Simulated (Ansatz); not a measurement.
# How basis sets differ on MgH (SMILES [MgH])

MgH, doublet, SMILES `[MgH]`. Each level relaxes the structure for itself.

Quantity: the equilibrium bond length, in Å. The values are calculated.

**The experiment to reproduce.** Huber and Herzberg, Constants of Diatomic Molecules gives the equilibrium bond length of the gas as 1.730 Å.

| level | kind | program | value (Å) | computed − measured |
| --- | --- | --- | --- | --- |
| UHF/STO-3G | Hartree–Fock | Ansatz | 1.593 | -0.137 |
| UHF/3-21G | Hartree–Fock | Ansatz | 1.759 | +0.029 |
| UHF/6-31G* (Cartesian functions) | Hartree–Fock | Ansatz | 1.749 | +0.019 |
| UHF/cc-pVTZ | Hartree–Fock | Ansatz | 1.737 | +0.007 |

Nearest: UHF/cc-pVTZ (+0.007 Å); farthest: UHF/STO-3G (-0.137 Å).
